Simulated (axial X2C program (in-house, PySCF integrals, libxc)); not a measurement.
Worked dissociation energy of ClF: PBE0, scalar-relativistic

All values were computed with an axial X2C code built on PySCF integrals. Spin-free means the one-electron spin-free X2C Hamiltonian. Basis: Cl dyall-av3z [9s8p3d2f], F dyall-av3z [7s6p3d2f] (cores contracted in-house); Gaussian nuclei, density fitting, unrestricted open shells. Masses: Cl 34.969 u, F 18.998 u.

Molecular state: M_S = 0, Λ = 0 (closed shell).

```
E(Cl) (2M_S = 1, M_L = 0) : -461.434162 hartree
E(F) (2M_S = 1, M_L = 0)  : -99.770025 hartree
E(ClF) at Re              : -561.299202 hartree
ωe                        : 825.3 cm⁻¹
ωexe                      : 3.9 cm⁻¹
```

Work out De and D0.

De = -461.434162 + (-99.770025) − (-561.299202) = 0.09502 hartree = 2.585 eV. The zero-point energy is ωe/2 − ωexe/4 = 412 cm⁻¹ = 0.051 eV, so D0 = 2.534 eV.

One determinant describes the state; a PBE0 search over occupations chose it and may have missed a lower one. The closed shell is kept restricted, so the energy runs too high when the bond is stretched far. De is counted from the lowest determinant-based energies of the atoms at the same level, without counterpoise correction.

Each atomic determinant is the lowest at this level and need not be a pure term. Totals compare only within one Hamiltonian and basis.
